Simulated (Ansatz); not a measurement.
**AlSiH (singlet): the correlation ladder at angle Al2–Si1–H3 = 78.2°, cc-pVTZ**

An exercise on one series of results from a longer session: the logs are not shown, and one member is left open.

Program: Ansatz 0.2.0, Gaussian basis. Level of theory: cc-pVTZ, core rule «outside noble gas», up to 10 orbitals frozen. These are calculated values, not measurements.

To be run: UHF; CCSD(T) on RHF; CCSD(T) on UHF; BCCD(T) on RHF; CISD; CCSDT(Q) on RHF.

17 further runs of the same task are left out: 2 for a known fault of the program, 9 that didn't finish, 6 set aside as unsound or not needed.

## The geometry

The geometry derives from a PBE0/def2-TZVP stationary point (not a proven minimum). One angle is set to the value named; bond lengths are kept.

3 atoms, charge 0, spin multiplicity 1.

Atoms are counted from 1 here; the program's logs count them from 0.

Bond lengths: Si1–Al2 2.647 Å, Si1–H3 1.545 Å. Angles: Al2–Si1–H3 78.2°.

The first run:

File in.yaml:

```yaml
crystal:
  periodic: [false, false, false]
  atoms:
    - {symbol: Si, position_ang: [0.000000, -0.066010, 1.277710]}
    - {symbol: Al, position_ang: [0.000000, 0.014357, -1.367591]}
    - {symbol: H, position_ang: [0.000000, 1.455013, 1.006598]}
basis:
  gaussian: {orbitals: cc-pVTZ}
magnetization: {spin_polarized: true, initial_magnetization: 0}
hamiltonian: {xc: hf}
output: {orbitals: {seedname: orbitals}}
```

On the command line:

```bash
$ ansatz run in.yaml --threads 1 --pin off --events-out ev --progress --plain --max-ram 2393MiB
```

Steps of the session up to this table: UHF; CCSD(T) on RHF; CCSD(T) on UHF; BCCD(T) on RHF; CISD; CCSDT(Q) on RHF.

One of the session's tables, all rows but one given; the rest of the session is left out.

It belongs to the step «Misses and costs». 

```
   method  from RCCSDT(Q) (kcal/mol)
      RHF                    +125.02
      UHF                          ?
     RMP2                     +30.32
     UMP2                     +26.72
     CISD                     +17.50
    RCCSD                      +6.62
    UCCSD                      +2.13
 RCCSD(T)                      +1.65
 UCCSD(T)                      -2.90
  BCCD(T)                      +1.63
   RCCSDT                      +0.50
RCCSDT(Q)                          0
```

**Question.** Estimate the row for UHF.

As computed: from RCCSDT(Q) (kcal/mol): +107.88. In the column «from RCCSDT(Q) (kcal/mol)» it lies between RMP2 (+30.32) and RHF (+125.02).

The program flags UCCSD(T) as in doubt (see the logs), so those rows may rest on another solution; read them beside their warnings.

Limits of these values: The determinant is far from a pure spin state, so its energy mixes those of several spin states (harmless only where they are near-degenerate, as at dissociation). The program flags UCCSD(T) as in doubt, so those rows may rest on another solution; read them beside their warnings. Warnings: restricted reference is unstable; spin contamination. Restricted and unrestricted rows rest on different reference determinants; where their highest levels disagree by more than a few hundredths of an eV, they describe different states and don't form one ladder.
